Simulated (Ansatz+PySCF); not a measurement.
The numbers below are computed, except where a source is named.
## PySCF 2.14.0 run

```python
from pyscf import gto, scf, cc

mol = gto.M(atom="""
Mg 0.000000 0.000000 0.000000
Si 1.137410 1.516540 3.283410
""", basis='sto-3g', charge=0, spin=0)
mf = scf.UHF(mol)
mf.kernel()
mycc = cc.CCSD(mf, frozen=6).run()
et = mycc.ccsd_t()
print(mf.e_tot, mycc.e_corr, et, mycc.e_tot + et)
```

The script is written out from the run's settings.

The run gave:

| Item | Value |
| --- | --- |
| Converged | yes |
| Reference energy | -482.39200 hartree |
| CCSD correlation energy | -0.09010 hartree |
| Triples correction | -0.00114 hartree |
| Total energy | -482.48324 hartree |
| Spin squared of the determinant | 0.000 |

This is not the lowest solution: another run reaches a determinant 1.56 eV lower. Caution: bonds are stretched, where a single reference can fail; another spin multiplicity may lie lower.
